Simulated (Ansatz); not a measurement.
C2HFS (`FC=C=S`), relaxed with RKS PBE-D4/def2-SVP in Ansatz from a rough embedded geometry. The force threshold is 0.03 eV/Å; the program also tests the step.

Charge 0, multiplicity 1.

Start:

```xyz
5

F     0.820    1.140    1.019
C    -0.127    0.522    0.268
C     0.064   -0.648   -0.308
S     0.265   -2.138   -1.157
H    -1.023    1.125    0.178
```

```
        step  energy (eV)  largest force (eV/Å)  largest move (Å)
           1  -15623.1955                 4.205             0.000
           2  -15623.3416                 2.550             0.195
           3  -15623.5643                 2.418             0.110
           4  -15623.6112                 1.151             0.126
           5  -15623.6649                 0.161             0.062
6 (rejected)  -15623.6634                 0.264             0.018
           7  -15623.6662                 0.021             0.009
```

End:

```xyz
5

F     0.836    1.101    1.023
C    -0.105    0.516    0.254
C     0.076   -0.658   -0.349
S     0.239   -2.039   -1.082
H    -1.047    1.080    0.155
```

It took 4.7 s on 2 threads of an AMD EPYC 7B13 on a shared host, with 0.15 GiB of host memory at the peak.
